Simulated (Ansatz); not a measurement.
H2O2, SMILES OO, a ladder of methods at one geometry

Program: Ansatz 0.2.0 through its Python package.

Notebook, run cell by cell (the value of a cell's last expression is shown):

```python
import ansatz as az

geometry_ang = [
    ("O", (-0.28346, -0.63913, -0.12463)),
    ("O", (0.28176, 0.64021, 0.12597)),
    ("H", (-0.02092, -1.13435, 0.66204)),
    ("H", (0.02262, 1.13327, -0.66338)),
]
mol = az.Crystal.molecule()
for symbol, xyz in geometry_ang:
    mol = mol.atom(symbol, xyz)
```

```python
job = mol.calculation().basis(gaussian="cc-pVDZ")

methods = ["mp2", "ccsd", "ccsd_t"]
reports = [job.correlation(m).run().report for m in methods]
print(f"Hartree-Fock reference {reports[0]['reference_energy_ev'] / 27.211386246:.6f} Ha")
best = reports[-1]["free_energy_ev"] - reports[-1]["reference_energy_ev"]
for method, each in zip(methods, reports):
    gained = each["free_energy_ev"] - each["reference_energy_ev"]
    print(f"{method:8s} total {each['free_energy_ev'] / 27.211386246:.6f} Ha  correlation {gained:9.4f} eV  ({100 * gained / best:.1f} % of the last)")
```

    Hartree-Fock reference -150.784125 Ha
    mp2      total -151.167419 Ha  correlation  -10.4300 eV  (94.3 % of the last)
    ccsd     total -151.181754 Ha  correlation  -10.8200 eV  (97.9 % of the last)
    ccsd_t   total -151.190450 Ha  correlation  -11.0567 eV  (100.0 % of the last)

Notes:
- Total energies depend on the basis set; only differences at equal settings carry meaning.
- The geometry is a force-field or estimated start, not a minimum of this method, and the basis set is short of its limit. A lower total doesn't mark the better method: functionals have no common bound, and MP2 and coupled cluster aren't variational.
- Inner cores stay frozen, so this is valence correlation.
- Wall time of the script: 1 s on 1 thread of Arm Neoverse V1, with other jobs on the host, peak memory 0.14 GiB.

(Lines on the test bed's own set-up are left out of the output.)
